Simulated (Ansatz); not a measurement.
## 1T (CdI2-type) CdI2

Method: PBEsol (Ansatz, a quantum-chemistry and plane-wave program, plane waves, PAW).

Numerical settings: plane-wave cutoff 560 eV, 12×12×6 k mesh (along the axes of the cell as run), perturbation theory, scalar-relativistic PAW data made under PBE.

Cell (relaxed at this level):

CdI2 is modelled in the trigonal space group P-3m1 (No. 164), the CdI2 type structure, Pearson symbol hP3. Lattice parameters: a = b = 4.2206 Å, c = 6.9748 Å, α = β = 90.00°, γ = 120.00°. Cd on 1a is surrounded by 6 I at 2.973 Å (octahedral). I on 2d sees 3 Cd at 2.973 Å (trigonal pyramidal). (Neighbours: up to the widest gap in distance over summed covalent radii, below 1.35, at either atom; cation-cation and far metal-metal contacts left out.)

```
Quantity                                                   Result
---------------------------------------------------------  ------
high-frequency dielectric constant (mean over three axes)    5.30
static dielectric constant (mean over three axes)            10.3
```

Note: the cell comes from a level without a dispersion term, which matters for the spacing of layers, chains or molecules; the cell has widely spaced layers and the level no dispersion term, so their spacing and the moduli can rest on weak binding.

Spin–orbit coupling is not included.

Computing time: very roughly 80 core-minutes.
